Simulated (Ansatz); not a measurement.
Species: F$_{4}$Si, SMILES `F[Si](F)(F)F` (charge 0, multiplicity 1).

Problem. Give a relaxed geometry from PBE-D3(BJ)/def2-SVP in Ansatz (a quantum-chemistry and plane-wave program).

Solution. the end point of this relaxation (outside a Z-matrix the atoms follow the SMILES, hydrogens last).
Cartesian coordinates (Å) in one orientation:
```xyz
5

F      1.518    -0.241    -0.455
Si     0.000     0.000     0.000
F     -0.894    -1.257    -0.435
F     -0.060     0.172     1.592
F     -0.564     1.326    -0.702
```
